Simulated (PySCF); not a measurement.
**Running PySCF for BO**

The script input.py:

```python
from pyscf import gto, dft
from pyscf.geomopt.geometric_solver import optimize

mol = gto.M(
    atom='B 0 0 0; O 0 0 1.147',
    basis='6-311++g**',
    charge=0,
    spin=1,
    verbose=4,
)
mf = dft.UKS(mol, xc='pbe0')
mf.kernel()
g = mf.nuc_grad_method()
g.grid_response = True
mol_eq = optimize(g.as_scanner(), maxsteps=30)
print('optimised geometry (angstrom)')
print(mol_eq.tostring('raw'))
print('orbital energies (hartree):', [e[max(0, n-3):n+3].round(4) for e, n in zip(mf.mo_energy, mol.nelec)])
```

```bash
$ OMP_NUM_THREADS=1 python input.py
```

Output (some set-up lines and the per-cycle HOMO/LUMO lines with their warnings removed):

```
PySCF version 2.14.0

[INPUT] verbose = 4
[INPUT] num. atoms = 2
[INPUT] num. electrons = 13
[INPUT] charge = 0
[INPUT] spin (= nelec alpha-beta = 2S) = 1
[INPUT] symmetry False subgroup None
[INPUT] Mole.unit = angstrom
[INPUT] Symbol           X                Y                Z      unit          X                Y                Z       unit  Magmom
[INPUT]  1 B      0.000000000000   0.000000000000   0.000000000000 AA    0.000000000000   0.000000000000   0.000000000000 Bohr   0.0
[INPUT]  2 O      0.000000000000   0.000000000000   1.147000000000 AA    0.000000000000   0.000000000000   2.167515864876 Bohr   0.0

nuclear repulsion = 18.4543055246731
number of shells = 20
number of NR pGTOs = 70
number of NR cGTOs = 44
basis = 6-311++g**
ecp = {}

******** <class 'pyscf.dft.uks.UKS'> ********
method = UKS
initial guess = minao
damping factor = 0
level_shift factor = 0
DIIS = <class 'pyscf.scf.diis.CDIIS'>
diis_start_cycle = 1
diis_space = 8
diis_damp = 0
SCF conv_tol = 1e-09
SCF conv_tol_grad = None
SCF max_cycles = 50
direct_scf = True
direct_scf_tol = 1e-13
number electrons alpha = 7  beta = 6
XC library pyscf.dft.libxc version 7.0.0
    S. Lehtola, C. Steigemann, M. J.T. Oliveira, and M. A.L. Marques.,  SoftwareX 7, 1–5 (2018)
XC functionals = pbe0
    C. Adamo and V. Barone.,  J. Chem. Phys. 110, 6158 (1999)
    M. Ernzerhof and G. E. Scuseria.,  J. Chem. Phys. 110, 5029 (1999)
radial grids:
    Treutler-Ahlrichs [JCP 102, 346 (1995); DOI:10.1063/1.469408] (M4) radial grids

becke partition: Becke, JCP 88, 2547 (1988); DOI:10.1063/1.454033
pruning grids: <function nwchem_prune>
grids dens level: 3
symmetrized grids: False
atomic radii adjust function: <function treutler_atomic_radii_adjust>
small_rho_cutoff = 0
Set gradient conv threshold to 3.16228e-05
tot grids = 28128
init E= -100.106765131363

cycle= 1 E= -99.7720917723715  delta_E= 0.335  |g|= 0.62  |ddm|= 1.07
cycle= 2 E= -98.5896782130408  delta_E= 1.18  |g|= 1.73  |ddm|= 1.33
cycle= 3 E= -99.9279040975822  delta_E= -1.34  |g|= 0.0612  |ddm|=  1.1
cycle= 4 E= -99.930499008268  delta_E= -0.00259  |g|= 0.0198  |ddm|= 0.11
cycle= 5 E= -99.9307662033351  delta_E= -0.000267  |g|= 0.00505  |ddm|= 0.0276
cycle= 6 E= -99.9308083438411  delta_E= -4.21e-05  |g|= 0.00202  |ddm|= 0.00892
cycle= 7 E= -99.9308209845058  delta_E= -1.26e-05  |g|= 0.000636  |ddm|= 0.00567
cycle= 8 E= -99.9308222327329  delta_E= -1.25e-06  |g|= 0.000149  |ddm|= 0.00208
cycle= 9 E= -99.9308222654919  delta_E= -3.28e-08  |g|= 3.42e-05  |ddm|= 0.000351
cycle= 10 E= -99.9308222664891  delta_E= -9.97e-10  |g|= 2.67e-06  |ddm|= 4.5e-05
Extra cycle  E= -99.9308222664902  delta_E= -1.08e-12  |g|= 3.39e-06  |ddm|= 8.05e-06
converged SCF energy = -99.9308222664902  <S^2> = 0.76045807  2S+1 = 2.0104309
Create scanner for <class 'pyscf.grad.uks.Gradients'>
Create scanner for <class 'pyscf.dft.uks.UKS'>
input.py

Current date and time:

#|     Arguments passed to driver run_optimizer():      |#
customengine              <pyscf.geomopt.geometric_solver.PySCFEngine object>
logIni                    <dir>
maxiter                   30
----------------------------------------------------------
Custom engine selected.
Bonds will be generated from interatomic distances less than 1.20 times sum of covalent radii
6 internal coordinates being used (instead of 6 Cartesians)
Internal coordinate system (atoms numbered from 1):
Distance 1-2
Translation-X 1-2
Translation-Y 1-2
Translation-Z 1-2
Rotation-A 1-2
Rotation-B 1-2
Rotation-C 1-2
<class 'geometric.internal.Distance'> : 1
<class 'geometric.internal.TranslationX'> : 1
<class 'geometric.internal.TranslationY'> : 1
<class 'geometric.internal.TranslationZ'> : 1
<class 'geometric.internal.RotationA'> : 1
<class 'geometric.internal.RotationB'> : 1
<class 'geometric.internal.RotationC'> : 1
> ===== Optimization Info: ====
> Job type: Energy minimization
> Maximum number of optimization cycles: 30
> Initial / maximum trust radius (Angstrom): 0.100 / 0.300
> Convergence Criteria:
> Will converge when all 5 criteria are reached:
>  |Delta-E| < 1.00e-06
>  RMS-Grad  < 3.00e-04
>  Max-Grad  < 4.50e-04
>  RMS-Disp  < 1.20e-03
>  Max-Disp  < 1.80e-03
> === End Optimization Info ===

Geometry optimization cycle 1
Cartesian coordinates (Angstrom)
 Atom        New coordinates             dX        dY        dZ
   B   0.000000   0.000000   0.000000    0.000000  0.000000  0.000000
   O   0.000000   0.000000   1.147000    0.000000  0.000000  0.000000

WARN: Mole.unit (angstrom) is changed to Bohr

New geometry
   1 B      0.000000000000   0.000000000000   0.000000000000 AA    0.000000000000   0.000000000000   0.000000000000 Bohr
   2 O      0.000000000000   0.000000000000   1.147000000000 AA    0.000000000000   0.000000000000   2.167515864876 Bohr

******** <class 'pyscf.scf.hf.UKS_Scanner'> ********
method = UKS_Scanner
initial guess = minao
damping factor = 0
level_shift factor = 0
DIIS = <class 'pyscf.scf.diis.CDIIS'>
diis_start_cycle = 1
diis_space = 8
diis_damp = 0
SCF conv_tol = 1e-09
SCF conv_tol_grad = None
SCF max_cycles = 50
direct_scf = True
direct_scf_tol = 1e-13
number electrons alpha = 7  beta = 6
XC library pyscf.dft.libxc version 7.0.0
    S. Lehtola, C. Steigemann, M. J.T. Oliveira, and M. A.L. Marques.,  SoftwareX 7, 1–5 (2018)
XC functionals = pbe0
    C. Adamo and V. Barone.,  J. Chem. Phys. 110, 6158 (1999)
    M. Ernzerhof and G. E. Scuseria.,  J. Chem. Phys. 110, 5029 (1999)
radial grids:
    Treutler-Ahlrichs [JCP 102, 346 (1995); DOI:10.1063/1.469408] (M4) radial grids

becke partition: Becke, JCP 88, 2547 (1988); DOI:10.1063/1.454033
pruning grids: <function nwchem_prune>
grids dens level: 3
symmetrized grids: False
atomic radii adjust function: <function treutler_atomic_radii_adjust>
small_rho_cutoff = 0
Set gradient conv threshold to 3.16228e-05
tot grids = 28128
init E= -99.9308222664902
cycle= 1 E= -99.9308222664775  delta_E= 1.27e-11  |g|= 6.85e-06  |ddm|= 5.47e-06
Extra cycle  E= -99.9308222664202  delta_E= 5.73e-11  |g|= 1.43e-05  |ddm|= 1.08e-05
converged SCF energy = -99.9308222664202  <S^2> = 0.76045827  2S+1 = 2.0104311

******** <class 'pyscf.grad.rhf.Gradients_Scanner'> for <class 'pyscf.scf.hf.UKS_Scanner'> ********
unit = Eh/Bohr
grid_response = True
--------------- UKS_Scanner gradients ---------------
         x                y                z
0 B     0.0000000000    -0.0000000000     0.1137340012
1 O    -0.0000000000     0.0000000000    -0.1137340012
----------------------------------------------
cycle 1: E = -99.9308222664  dE = -99.9308  norm(grad) = 0.160844
Step    0 : Gradient = 1.137e-01/1.137e-01 (rms/max) Energy = -99.9308222664
Hessian Eigenvalues: 5.00000e-02 5.00000e-02 5.00000e-02 ... 5.00000e-02 5.00000e-02 1.36693e+00

Geometry optimization cycle 2
Cartesian coordinates (Angstrom)
 Atom        New coordinates             dX        dY        dZ
   B  -0.000000   0.000000  -0.022015   -0.000000  0.000000 -0.022015
   O   0.000000  -0.000000   1.169015    0.000000 -0.000000  0.022015
New geometry
   1 B     -0.000000000000   0.000000000000  -0.022014821680 AA   -0.000000000000   0.000000000000  -0.041601983656 Bohr
   2 O      0.000000000000  -0.000000000000   1.169014821680 AA    0.000000000000  -0.000000000000   2.209117848532 Bohr

******** <class 'pyscf.scf.hf.UKS_Scanner'> ********
method = UKS_Scanner
initial guess = minao
damping factor = 0
level_shift factor = 0
DIIS = <class 'pyscf.scf.diis.CDIIS'>
diis_start_cycle = 1
diis_space = 8
diis_damp = 0
SCF conv_tol = 1e-09
SCF conv_tol_grad = None
SCF max_cycles = 50
direct_scf = True
direct_scf_tol = 1e-13
number electrons alpha = 7  beta = 6
XC library pyscf.dft.libxc version 7.0.0
    S. Lehtola, C. Steigemann, M. J.T. Oliveira, and M. A.L. Marques.,  SoftwareX 7, 1–5 (2018)
XC functionals = pbe0
    C. Adamo and V. Barone.,  J. Chem. Phys. 110, 6158 (1999)
    M. Ernzerhof and G. E. Scuseria.,  J. Chem. Phys. 110, 5029 (1999)
radial grids:
    Treutler-Ahlrichs [JCP 102, 346 (1995); DOI:10.1063/1.469408] (M4) radial grids

becke partition: Becke, JCP 88, 2547 (1988); DOI:10.1063/1.454033
pruning grids: <function nwchem_prune>
grids dens level: 3
symmetrized grids: False
atomic radii adjust function: <function treutler_atomic_radii_adjust>
small_rho_cutoff = 0
Set gradient conv threshold to 3.16228e-05
tot grids = 28128
init E= -99.913566016414
cycle= 1 E= -99.9358750627016  delta_E= -0.0223  |g|= 0.0248  |ddm|= 0.0558
cycle= 2 E= -99.9351228557305  delta_E= 0.000752  |g|= 0.053  |ddm|= 0.0371
cycle= 3 E= -99.9361566252176  delta_E= -0.00103  |g|= 0.00318  |ddm|= 0.0261
cycle= 4 E= -99.9361598631787  delta_E= -3.24e-06  |g|= 0.00119  |ddm|= 0.00408
cycle= 5 E= -99.9361605814176  delta_E= -7.18e-07  |g|= 0.000143  |ddm|= 0.00102
cycle= 6 E= -99.9361606129781  delta_E= -3.16e-08  |g|= 2.77e-05  |ddm|= 0.000422
cycle= 7 E= -99.9361606144319  delta_E= -1.45e-09  |g|= 9.57e-06  |ddm|= 7.46e-05
cycle= 8 E= -99.9361606147093  delta_E= -2.77e-10  |g|= 3.72e-06  |ddm|= 2.25e-05
[part of the log left out]

******** <class 'pyscf.scf.hf.UKS_Scanner'> ********
method = UKS_Scanner
initial guess = minao
damping factor = 0
level_shift factor = 0
DIIS = <class 'pyscf.scf.diis.CDIIS'>
diis_start_cycle = 1
diis_space = 8
diis_damp = 0
SCF conv_tol = 1e-09
SCF conv_tol_grad = None
SCF max_cycles = 50
direct_scf = True
direct_scf_tol = 1e-13
number electrons alpha = 7  beta = 6
XC library pyscf.dft.libxc version 7.0.0
    S. Lehtola, C. Steigemann, M. J.T. Oliveira, and M. A.L. Marques.,  SoftwareX 7, 1–5 (2018)
XC functionals = pbe0
    C. Adamo and V. Barone.,  J. Chem. Phys. 110, 6158 (1999)
    M. Ernzerhof and G. E. Scuseria.,  J. Chem. Phys. 110, 5029 (1999)
radial grids:
    Treutler-Ahlrichs [JCP 102, 346 (1995); DOI:10.1063/1.469408] (M4) radial grids

becke partition: Becke, JCP 88, 2547 (1988); DOI:10.1063/1.454033
pruning grids: <function nwchem_prune>
grids dens level: 3
symmetrized grids: False
atomic radii adjust function: <function treutler_atomic_radii_adjust>
small_rho_cutoff = 0
Set gradient conv threshold to 3.16228e-05
tot grids = 28128
init E= -99.9354223514754
cycle= 1 E= -99.9363451201591  delta_E= -0.000923  |g|= 0.000979  |ddm|= 0.00198
cycle= 2 E= -99.9363439153938  delta_E= 1.2e-06  |g|= 0.00211  |ddm|= 0.00144
cycle= 3 E= -99.9363455542372  delta_E= -1.64e-06  |g|= 0.000126  |ddm|= 0.00103
cycle= 4 E= -99.9363455594992  delta_E= -5.26e-09  |g|= 4.77e-05  |ddm|= 0.00016
cycle= 5 E= -99.9363455606715  delta_E= -1.17e-09  |g|= 6.1e-06  |ddm|= 4.1e-05
cycle= 6 E= -99.9363455607299  delta_E= -5.83e-11  |g|= 1.29e-06  |ddm|= 1.76e-05
Extra cycle  E= -99.9363455607332  delta_E= -3.3e-12  |g|= 7.74e-07  |ddm|= 2.65e-06
converged SCF energy = -99.9363455607332  <S^2> = 0.76221789  2S+1 = 2.0121808

******** <class 'pyscf.grad.rhf.Gradients_Scanner'> for <class 'pyscf.scf.hf.UKS_Scanner'> ********
unit = Eh/Bohr
grid_response = True
--------------- UKS_Scanner gradients ---------------
         x                y                z
0 B    -0.0000000000     0.0000000000     0.0000967448
1 O     0.0000000000    -0.0000000000    -0.0000967448
----------------------------------------------
cycle 4: E = -99.9363455607  dE = -4.65218e-06  norm(grad) = 0.000136818
Step    3 : Displace = 8.103e-04/8.103e-04 (rms/max) Trust = 2.000e-01 (+) Grad = 9.674e-05/9.674e-05 (rms/max) E (change) = -99.9363455607 (-4.652e-06) Quality = 1.031
Hessian Eigenvalues: 5.00000e-02 5.00000e-02 5.00000e-02 ... 5.00000e-02 5.00000e-02 9.30492e-01

Geometry optimization cycle 5
Cartesian coordinates (Angstrom)
 Atom        New coordinates             dX        dY        dZ
   B   0.000000  -0.000000  -0.027246    0.000000 -0.000000 -0.000028
   O  -0.000000   0.000000   1.174246   -0.000000  0.000000  0.000028
New geometry
   1 B      0.000000000000  -0.000000000000  -0.027245735091 AA    0.000000000000  -0.000000000000  -0.051486977385 Bohr
   2 O     -0.000000000000   0.000000000000   1.174245735092 AA   -0.000000000000   0.000000000000   2.219002842262 Bohr

******** <class 'pyscf.scf.hf.UKS_Scanner'> ********
method = UKS_Scanner
initial guess = minao
damping factor = 0
level_shift factor = 0
DIIS = <class 'pyscf.scf.diis.CDIIS'>
diis_start_cycle = 1
diis_space = 8
diis_damp = 0
SCF conv_tol = 1e-09
SCF conv_tol_grad = None
SCF max_cycles = 50
direct_scf = True
direct_scf_tol = 1e-13
number electrons alpha = 7  beta = 6
XC library pyscf.dft.libxc version 7.0.0
    S. Lehtola, C. Steigemann, M. J.T. Oliveira, and M. A.L. Marques.,  SoftwareX 7, 1–5 (2018)
XC functionals = pbe0
    C. Adamo and V. Barone.,  J. Chem. Phys. 110, 6158 (1999)
    M. Ernzerhof and G. E. Scuseria.,  J. Chem. Phys. 110, 5029 (1999)
radial grids:
    Treutler-Ahlrichs [JCP 102, 346 (1995); DOI:10.1063/1.469408] (M4) radial grids

becke partition: Becke, JCP 88, 2547 (1988); DOI:10.1063/1.454033
pruning grids: <function nwchem_prune>
grids dens level: 3
symmetrized grids: False
atomic radii adjust function: <function treutler_atomic_radii_adjust>
small_rho_cutoff = 0
Set gradient conv threshold to 3.16228e-05
tot grids = 28128
init E= -99.9363141358226
cycle= 1 E= -99.9363455653082  delta_E= -3.14e-05  |g|= 3.26e-05  |ddm|= 6.73e-05
cycle= 2 E= -99.9363455640034  delta_E= 1.3e-09  |g|= 6.97e-05  |ddm|= 4.78e-05
cycle= 3 E= -99.9363455657929  delta_E= -1.79e-09  |g|= 4.38e-06  |ddm|= 3.42e-05
cycle= 4 E= -99.9363455657995  delta_E= -6.54e-12  |g|= 1.64e-06  |ddm|= 5.62e-06
Extra cycle  E= -99.9363455657958  delta_E= 3.69e-12  |g|= 3.69e-06  |ddm|= 3.02e-06
converged SCF energy = -99.9363455657958  <S^2> = 0.76221913  2S+1 = 2.012182

******** <class 'pyscf.grad.rhf.Gradients_Scanner'> for <class 'pyscf.scf.hf.UKS_Scanner'> ********
unit = Eh/Bohr
grid_response = True
--------------- UKS_Scanner gradients ---------------
         x                y                z
0 B     0.0000000000     0.0000000000     0.0000008995
1 O    -0.0000000000    -0.0000000000    -0.0000008995
----------------------------------------------
cycle 5: E = -99.9363455658  dE = -5.06263e-09  norm(grad) = 1.27213e-06
Step    4 : Displace = 2.751e-05/2.751e-05 (rms/max) Trust = 2.828e-01 (+) Grad = 8.995e-07/8.995e-07 (rms/max) E (change) = -99.9363455658 (-5.063e-09) Quality = 1.007
Hessian Eigenvalues: 5.00000e-02 5.00000e-02 5.00000e-02 ... 5.00000e-02 5.00000e-02 9.30492e-01
Converged! =D

    #| If this code has benefited your research, please support us by citing: |#
    #| Wang, L.-P.; Song, C.C. (2016) "Geometry optimization made simple with |#
    #| translation and rotation coordinates", J. Chem, Phys. 144, 214108.     |#
    #|                                     |#
optimised geometry (angstrom)
B           0.00000000       -0.00000000       -0.02724574
O          -0.00000000        0.00000000        1.17424574
orbital energies (hartree): [array([-0.4061, -0.4061, -0.3612, -0.0109, -0.0109,  0.0245]), array([-0.4585, -0.4061, -0.4061, -0.1555,  0.0233,  0.0233])]
```

In short: E(SCF) = -99.930822 Eh, 10 cycles, ⟨S²⟩ = 0.760, all at the start geometry; optimised bond 1.201 Å with E = -99.936346 Eh after 5 steps.

Hardware: Arm Neoverse V2, 1 thread, shared host. Wall time 7.1 s, peak memory 0.24 GiB.

The last line lists the levels of the start geometry. No search for the lowest solution was made.
